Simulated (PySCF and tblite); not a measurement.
Results of a calculation; reference values are marked as such.
Molecule: C5H11N, numbered as in [CH3:1][N:2]1[CH2:3][CH2:4][CH2:5][CH2:6]1.

The ring 2–3–4–5–6 is held at Altona–Sundaralingam phase angles P (ν_j = ν_max cos(P + 144°(j − 2)), ν_j about the bond from ring atom j to j + 1, counted from 0) and the rest relaxed at GFN2-xTB. Energies: CAM-B3LYP/pcSseg-1 + D3(BJ). Programs: tblite and PySCF.

Problem. Give the DFT energy and dipole along the phase angle P.

Solution. 
```
phase angle P °  E kcal/mol  dipole D  amplitude °
             36        3.95      1.01           39
             72        3.35      0.97           39
            108        3.34      0.97           40
            144        3.94      1.01           39
            180        2.82      0.92           40
            216        1.08      0.72           42
            252        0.01      0.57           44
            288        0.00      0.57           44
            324        1.07      0.71           42
            360        2.83      0.92           39
```

Problem. How free is the pseudorotation?

Solution. The sampled points span 3.95 kcal/mol, from P = 288° to P = 36°; RT at 298 K is 0.59 kcal/mol, so it is hindered but fast.
